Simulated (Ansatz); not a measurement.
Nudged elastic band run: CH₄O₂S

Input file:

```yaml
crystal:
  periodic: [false, false, false]
  atoms:
    - { symbol: O, position_ang: [0.495007, 0.993887, -0.864496] }
    - { symbol: C, position_ang: [0.177595, 0.745081, 0.452587] }
    - { symbol: S, position_ang: [0.40046, -0.973427, 0.957145] }
    - { symbol: O, position_ang: [-0.688816, -1.659013, -0.09529] }
    - { symbol: H, position_ang: [-0.168434, 0.614559, -1.420139] }
    - { symbol: H, position_ang: [-0.850372, 1.031407, 0.681738] }
    - { symbol: H, position_ang: [0.848571, 1.318335, 1.091336] }
    - { symbol: H, position_ang: [-0.214001, -2.07083, -0.802881] }
basis:
  gaussian: { orbitals: def2-SVP }
hamiltonian:
  xc: hf
neb:
  order_check: false
  images: 7
  f_tol: 0.05
  max_iterations: 10
  final_atoms:
    - { symbol: O, position_ang: [0.32564208, 1.1799651, -0.93207651] }
    - { symbol: C, position_ang: [0.0949346, 0.68732609, 0.33211453] }
    - { symbol: S, position_ang: [-0.97777324, -0.75783424, 0.40749457] }
    - { symbol: O, position_ang: [-0.06491412, -1.87671022, -0.39221694] }
    - { symbol: H, position_ang: [-0.49080064, 1.27307033, -1.39981505] }
    - { symbol: H, position_ang: [-0.40992483, 1.40831958, 0.98632088] }
    - { symbol: H, position_ang: [1.06036168, 0.4485754, 0.77248959] }
    - { symbol: H, position_ang: [0.46248447, -2.36271304, 0.22568894] }
  initial_path:
    images:
      - { positions_ang: [[0.495007, 0.993887, -0.864496], [0.177595, 0.745081, 0.452587], [0.40046, -0.973427, 0.957145], [-0.688816, -1.659013, -0.09529], [-0.168434, 0.614559, -1.420139], [-0.850372, 1.031407, 0.681738], [0.848571, 1.318335, 1.091336], [-0.214001, -2.07083, -0.802881]] }
      - { positions_ang: [[0.4567823, 0.96942675, -0.87048281], [0.17154702, 0.75548035, 0.45842031], [0.24575934, -0.96015373, 0.97504105], [-0.62623147, -1.64644898, -0.19133601], [-0.24704172, 0.63117462, -1.4007349], [-0.80422155, 1.12720912, 0.72194318], [0.90857724, 1.25110446, 1.06078021], [-0.10516116, -2.12779359, -0.75363104]] }
      - { positions_ang: [[0.4185576, 0.9449665, -0.87646962], [0.16549904, 0.7658797, 0.46425361], [0.09105869, -0.94688046, 0.99293711], [-0.56364693, -1.63388496, -0.28738201], [-0.32564945, 0.64779023, -1.3813308], [-0.75807111, 1.22301123, 0.76214836], [0.96858348, 1.18387393, 1.03022442], [0.00367868, -2.18475717, -0.70438108]] }
      - { positions_ang: [[0.38033289, 0.92050625, -0.88245643], [0.15945106, 0.77627905, 0.47008692], [-0.06364197, -0.93360719, 1.01083316], [-0.5010624, -1.62132094, -0.38342802], [-0.40425717, 0.66440585, -1.3619267], [-0.71192066, 1.31881335, 0.80235355], [1.02858972, 1.11664339, 0.99966863], [0.11251852, -2.24172076, -0.65513112]] }
      - { positions_ang: [[0.34210819, 0.896046, -0.88844323], [0.15340308, 0.7866784, 0.47592023], [-0.21834262, -0.92033392, 1.02872922], [-0.43847787, -1.60875692, -0.47947403], [-0.4828649, 0.68102146, -1.3425226], [-0.66577021, 1.41461547, 0.84255873], [1.08859596, 1.04941286, 0.96911284], [0.22135836, -2.29868434, -0.60588116]] }
      - { positions_ang: [[0.33799166, 0.96702577, -0.89935155], [0.13878596, 0.76184032, 0.4399688], [-0.40820028, -0.879709, 0.87342056], [-0.34508693, -1.67574524, -0.45765976], [-0.48484883, 0.82903368, -1.35684571], [-0.60180887, 1.4130415, 0.87849927], [1.08153739, 0.89920349, 0.91995703], [0.28163989, -2.31469152, -0.39798863]] }
      - { positions_ang: [[0.33387514, 1.03800555, -0.91025987], [0.12416884, 0.73700224, 0.40401738], [-0.59805793, -0.83908408, 0.71811189], [-0.25169599, -1.74273357, -0.43584549], [-0.48683277, 0.9770459, -1.37116882], [-0.53784752, 1.41146753, 0.91443981], [1.07447882, 0.74899413, 0.87080121], [0.34192142, -2.33069869, -0.19009611]] }
      - { positions_ang: [[0.32975861, 1.10898532, -0.92116819], [0.10955172, 0.71216417, 0.36806595], [-0.78791559, -0.79845916, 0.56280323], [-0.15830506, -1.8097219, -0.41403122], [-0.4888167, 1.12505811, -1.38549194], [-0.47388618, 1.40989356, 0.95038034], [1.06742025, 0.59878476, 0.8216454], [0.40220294, -2.34670587, 0.01779641]] }
      - { positions_ang: [[0.32564208, 1.1799651, -0.93207651], [0.0949346, 0.68732609, 0.33211453], [-0.97777324, -0.75783424, 0.40749457], [-0.06491412, -1.87671022, -0.39221694], [-0.49080064, 1.27307033, -1.39981505], [-0.40992483, 1.40831958, 0.98632088], [1.06036168, 0.4485754, 0.77248959], [0.46248447, -2.36271304, 0.22568894]] }
```

Command:

```bash
$ ansatz run input.yaml --threads 1 --pin off --max-ram 2048MiB --backend cpu --events-out ev --progress --plain --runs-dir out
```

Output, in part (warnings, iteration lines, the closing report on the highest movable image, with atoms numbered from 0):

```
NEB end point (image 0): max|allowed force component| = 6.999e-3 eV/Å (the criterion of neb.relax_end_points is 1.000e-2)
NEB end point (image 8): max|allowed force component| = 5.269e-3 eV/Å (the criterion of neb.relax_end_points is 1.000e-2)
NEB iter   1: max|band force component| = 6.243e0 eV/Å  barrier→ = 0.9594 eV  barrier← = 0.9376 eV  Δτ_max = 0.1755 Å  (330 SCF iters)
NEB iter   2: max|band force component| = 2.592e0 eV/Å  barrier→ = 0.2617 eV  barrier← = 0.2399 eV  Δτ_max = 0.2000 Å  (248 SCF iters)
NEB iter   3: max|band force component| = 8.989e-1 eV/Å  barrier→ = 0.1787 eV  barrier← = 0.1569 eV  Δτ_max = 0.0503 Å  (245 SCF iters)
NEB iter   4: max|band force component| = 2.436e-1 eV/Å  barrier→ = 0.1736 eV  barrier← = 0.1518 eV  CI = image 4  Δτ_max = 0.0629 Å  (250 SCF iters)
NEB iter   5: max|band force component| = 8.630e-2 eV/Å  barrier→ = 0.1706 eV  barrier← = 0.1488 eV  CI = image 4  Δτ_max = 0.0479 Å  (248 SCF iters)
NEB iter   6: max|band force component| = 7.038e-2 eV/Å  barrier→ = 0.1701 eV  barrier← = 0.1483 eV  CI = image 4  Δτ_max = 0.0136 Å  (243 SCF iters)
NEB iter   7: max|band force component| = 5.996e-2 eV/Å  barrier→ = 0.1699 eV  barrier← = 0.1481 eV  CI = image 4  Δτ_max = 0.0089 Å  (230 SCF iters)
NEB iter   8: max|band force component| = 2.028e-2 eV/Å  barrier→ = 0.1699 eV  barrier← = 0.1481 eV  CI = image 4  Δτ_max = 0.0000 Å  (473 SCF iters)
Total energy: -15976.38828377 eV, -587.1214402435 hartree
Atom 0 at     0.279474     0.869965    -0.884942 Å, force     0.004188    -0.004529    -0.001455 eV/Å
Atom 1 at     0.152662     0.769657     0.476512 Å, force    -0.003556     0.001274    -0.001645 eV/Å
Atom 2 at    -0.458358    -0.899280     1.006101 Å, force     0.000590    -0.006307     0.006026 eV/Å
Atom 3 at    -0.464957    -1.675497    -0.453098 Å, force    -0.001717     0.010013    -0.002870 eV/Å
Atom 4 at    -0.488544     0.521641    -1.314190 Å, force    -0.004000     0.000199    -0.004096 eV/Å
Atom 5 at    -0.548297     1.496058     0.894244 Å, force    -0.000519     0.003242     0.002861 eV/Å
Atom 6 at     1.132307     0.940131     0.916164 Å, force     0.000932    -0.001010     0.000228 eV/Å
Atom 7 at     0.395723    -2.022676    -0.640791 Å, force     0.004081    -0.002880     0.000952 eV/Å
Dipole moment:     0.143266     0.086671     0.093631 e Å
```

The forces met the threshold. Another band between the same ends (7 images) ends at a top of the same energy, where a vibrational analysis finds 1 clearly imaginary mode.

Final band (atoms are numbered from 1 in the order of the input):

```tsv
image	path coordinate (Å)	energy (kJ/mol)	dihedral O1–C2–S3–O4 (°)
0	0.00	0.0	-61
1	0.39	1.7	-47
2	0.77	7.0	-31
3	1.16	13.5	-13
4	1.54	16.4	5
5	1.96	13.5	25
6	2.37	8.1	41
7	2.79	3.8	53
8	3.20	2.1	65
```

Time of the run: 31 s on 1 thread of AMD EPYC 9R45 96-Core Processor (Zen 5) (shared host), peak memory 0.17 GiB.
